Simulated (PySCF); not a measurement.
# C5H10O: the cost of one run

The runs use PySCF 2.14.0, with density-fitted response routines of our own; the level of theory stands in each step. All values are computed, except where a source is named. Atoms count from 0, in the outputs and in this text.

## 1. The starting structure

16 atoms, charge 0, multiplicity 1; geometry from: MMFF94s. The atoms were then displaced at random by about 0.03 Å, so the start is not that level's minimum.

Bonds of the start (Å): C0–C1 1.59, C1–C2 1.54, C1–C3 1.65, C1–C4 1.54, C4–O5 1.23, C0–H6 1.07, C0–H7 1.10, C0–H8 1.07, C2–H9 1.11, C2–H10 1.15, C2–H11 1.02, C3–H12 1.02, C3–H13 1.09, C3–H14 1.08, C4–H15 1.08.

## 2. Optimising the geometry at PBE0-D3(BJ)/def2-SVP

What the job is given:

```
{"job": {"xc": "PBE0", "basis": "def2-SVP", "d3": "d3bj", "grid": 1, "shake": 0.03, "kind": "geom"}, "charge": 0, "multiplicity": 1}
C     -0.142370    -1.555510    -0.151260
C     -0.036190     0.025570    -0.078940
C     -0.869790     0.588000     1.090500
C      1.566500     0.385020     0.070570
C     -0.595100     0.638240    -1.375450
O      0.046290     1.351020    -2.144700
H      0.356830    -1.895350    -1.029350
H     -1.214250    -1.729910    -0.292540
H      0.169630    -1.963840     0.791830
H     -0.723930     1.678200     1.206930
H     -0.480040     0.163670     2.089090
H     -1.860300     0.369650     1.047300
H      1.964760     0.034610    -0.797190
H      1.573810     1.470170     0.152650
H      1.869010    -0.095970     0.994330
H     -1.659220     0.502500    -1.507340
```

The run is started by

```
> OMP_NUM_THREADS=1 python probes_run.py task.json out
```

This one command runs all jobs of the session in turn.

Q: Estimate the wall time and peak memory of this first job on 1 thread of Arm Neoverse V1, shared host.

About 81 s, with a peak of 0.59 GiB.
